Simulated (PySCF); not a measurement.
H2N, SMILES [NH2], multiplicity 2. Atoms are numbered in the order given.

```xyz
3

N      0.0000     0.0000    -0.1418
H      0.0000    -0.8063     0.4962
H      0.0000     0.8063     0.4962
```
Charge 0, spin multiplicity 2.

Coordinates come from a B3LYP-D3(BJ)/def2-TZVPD optimisation. The isomer is the one that the SMILES or the coordinates give; other isomers of the formula were not compared.

Two levels are set side by side: PBE/pcH-1 (PySCF) and PBE0/pcH-1 (PySCF). Contact hyperfine couplings, same geometry. Differences are taken from unrounded values.

```
quantity                        PBE
----------------------------  -----
A(iso) of 14N, atom N1 (MHz)   20.3
A(iso) of 1H, atom H2 (MHz)   -60.0
A(iso) of 1H, atom H3 (MHz)   -60.0
```

Problem. These are the PBE values. What does PBE0 give? (Estimate from the structure and the level; the computed values follow.)

Solution. 
```csv
quantity,PBE0,PBE minus PBE0
"A(iso) of 14N, atom N1 (MHz)",26.3,-6.0
"A(iso) of 1H, atom H2 (MHz)",-66.3,6.3
"A(iso) of 1H, atom H3 (MHz)",-66.3,6.3
```

Rough cost on one machine, each run with all the roots and properties that it gave: PBE0 against PBE within a factor of 2.
